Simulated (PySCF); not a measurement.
Compound: C3H5O (charge -1).
Numbering: `[O-:1][CH:2]1[CH2:3][CH2:4]1` (hydrogens: H5 on C2; H6, H7 on C3; H8, H9 on C4)

The same species was optimised twice, with GFN2-xTB and with PBE0-D3(BJ)/def2-SVP (PySCF), and the same property calculations (PySCF, gas phase) were run on both structures.

```
  coordinate  GFN2-xTB  PBE0-D3(BJ)/def2-SVP  change
   C4–H8 (Å)     1.083                 1.097  +0.014
   C3–H7 (Å)     1.084                 1.097  +0.013
   C4–H9 (Å)     1.088                 1.101  +0.013
   C3–H6 (Å)     1.088                 1.101  +0.013
   C2–C3 (Å)     1.541                 1.553  +0.012
   C2–C4 (Å)     1.541                 1.552  +0.011
   C2–H5 (Å)     1.135                 1.140  +0.005
   C3–C4 (Å)     1.516                 1.517  +0.001
   O1–C2 (Å)     1.285                 1.285   0.000
C2–C4–H8 (°)     118.6                 114.4    -4.2
C2–C3–H7 (°)     118.7                 114.4    -4.3
O1–C2–H5 (°)     116.8                 120.1    +3.3
C2–C4–H9 (°)     120.4                 122.4    +2.0
C2–C3–H6 (°)     120.4                 122.1    +1.7
O1–C2–C4 (°)     125.3                 123.7    -1.6
O1–C2–C3 (°)     125.3                 123.8    -1.5
H6–C3–H7 (°)     113.3                 114.4    +1.1
```

Rotational constants: A = 17954, B = 7109, C = 6080 MHz (GFN2-xTB) against A = 17689, B = 7131, C = 6102 MHz (PBE0-D3(BJ)/def2-SVP). Point groups within 0.08 Å: Cs and Cs.

On the GFN2-xTB structure: HOMO (eV) 1.07 [PBE0/pcSseg-1]; LUMO (eV) 6.42 [PBE0/pcSseg-1]; GIAO shielding of O1 (ppm) 230.6 [PBE0/pcSseg-1]; GIAO shielding of C2 (ppm) 123.0 [PBE0/pcSseg-1]; GIAO shielding of C3/C4 (mean) (ppm) 177.2 [PBE0/pcSseg-1].

Task: What do these properties become on the PBE0-D3(BJ)/def2-SVP structure?

Result: 
| property | level | on GFN2-xTB | on PBE0-D3(BJ)/def2-SVP | change |
| --- | --- | --- | --- | --- |
| HOMO (eV) | PBE0/pcSseg-1 | 1.07 | 1.04 | -0.03 |
| LUMO (eV) | PBE0/pcSseg-1 | 6.42 | 6.39 | -0.03 |
| energy, GFN2-xTB geometry as zero (kcal/mol) | PBE0/pcSseg-1 | 0.0 | -0.6 | -0.6 |
| GIAO shielding of O1 (ppm) | PBE0/pcSseg-1 | 230.6 | 232.3 | +1.7 |
| GIAO shielding of C2 (ppm) | PBE0/pcSseg-1 | 123.0 | 126.0 | +3.0 |
| GIAO shielding of C3/C4 (mean) (ppm) | PBE0/pcSseg-1 | 177.2 | 172.5 | -4.7 |

The heavy atoms differ by 0.011 Å rms after alignment. Among all bonds C3–H6, C3–H7, C4–H8 and C4–H9 change most and about equally (+0.013 to +0.014 Å). Changes are differences of the printed values. Neither structure is proved a minimum here. Geometry: PBE0-D3(BJ)/def2-SVP; no solvent, vibrations or thermal averaging. The geometry's basis has no diffuse functions, a weakness for an anion.
